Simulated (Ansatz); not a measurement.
**CCSD(T) forces**

CH$_{6}$B$_{2}$ (SMILES BCB), closed shell, displaced at random from a GFN2-xTB minimum.

B1  (-0.404, 0.550, -0.903)
C2  (0.703, -0.298, -0.268)
B3  (-0.074, -0.530, 1.110)
H4  (-1.156, 0.160, -1.673)
H5  (-0.356, 1.832, -0.712)
H6  (1.480, 0.376, -0.196)
H7  (0.804, -1.199, -0.794)
H8  (0.231, 0.087, 2.146)
H9  (-0.896, -1.325, 1.124)
(Å)

Ansatz 0.2.0; basis: def2-TZVPP; cores frozen in the correlated methods.

CCSD(T) forces from the calculation:
```csv
atom,Fx,Fy,Fz (eV/Å)
B1,0.738,2.949,-0.316
C2,-2.597,0.050,1.672
B3,2.125,0.945,0.474
H4,-1.059,-0.542,-0.612
H5,-0.328,-1.762,-0.058
H6,2.200,0.904,0.366
H7,0.385,-1.291,-0.720
H8,-0.411,-0.391,-0.969
H9,-1.054,-0.862,0.163
```

Root-mean-square difference of the force components from those of CCSD(T): PBE0-D4 0.107; wB97M-V 0.078; r2SCAN-D4 0.088; PBE-D4 0.142; CAM-B3LYP-D4 0.118; revPBE-D4 0.126 eV/Å.

No T1 diagnostic of these runs exceeds 0.012.

For scale, one of the runs: CCSD(T)/def2-TZVPP forces, 177 basis functions (an equivalent command: `ansatz run in.yaml --threads 4`). Hardware: 4 CPU threads, shared host. Wall time 62 s; peak host memory 3.3 GiB.
